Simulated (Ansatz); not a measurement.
Relaxation of C$_{2}$H$_{6}$OS$_{2}$ (11 atoms, charge 0, multiplicity 1), to a largest force component of 0.02 eV/Å in at most 40 steps.

The calculation used RKS PBE-D4/STO-3G in Ansatz.

```xyz
11
Properties=species:S:1:pos:R:3:forces:R:3
C -1.646 0.265 -0.031 -2.20 3.26 -0.18
S -0.552 -0.192 1.265 -0.39 -0.16 2.40
C 0.990 0.020 0.385 2.77 -0.21 1.25
O 1.140 1.224 -0.357 -4.60 3.90 5.42
S 1.376 -1.395 -0.690 0.42 -1.19 -1.17
H -2.718 0.193 0.316 0.87 -0.25 -0.17
H -1.539 -0.304 -0.932 0.21 -0.93 -1.29
H -1.520 1.382 -0.302 -0.03 -1.53 0.16
H 1.819 0.085 1.194 -0.96 -0.55 -0.13
H 1.603 0.982 -1.107 3.87 -2.21 -6.32
H 1.112 -2.317 0.281 0.03 -0.13 0.04
```

Where does it end, and by what steps?

The forces met the threshold. Limits of this set-up: minimal basis. After 12 steps the energy has fallen by 1.006 eV; H10 moved furthest, 0.53 Å.

```csv
step,energy less start (eV),largest force component (eV/Å),accepted
0,0.0000,6.324,yes
1,-0.8378,0.987,yes
2,-0.9074,0.378,yes
3,-0.9522,0.213,yes
4,-0.9282,1.074,no
5,-0.9803,0.163,yes
6,-0.9941,0.386,yes
7,-1.0049,0.090,yes
8,-1.0045,0.101,no
9,-1.0056,0.032,yes
10,-1.0057,0.031,yes
11,-1.0058,0.023,yes
12,-1.0059,0.013,yes
```

```xyz
11
Properties=species:S:1:pos:R:3
C -1.740 0.296 -0.020
S -0.565 0.243 1.376
C 0.966 0.032 0.375
O 1.182 1.292 -0.351
S 0.974 -1.415 -0.827
H -2.762 0.134 0.368
H -1.494 -0.513 -0.739
H -1.717 1.265 -0.557
H 1.782 -0.163 1.125
H 2.063 1.079 -0.862
H 1.377 -2.307 0.133
```

Whether the end is a true minimum wasn't checked by a vibrational analysis.

Run time: 25 s on 1 CPU thread of a shared host.
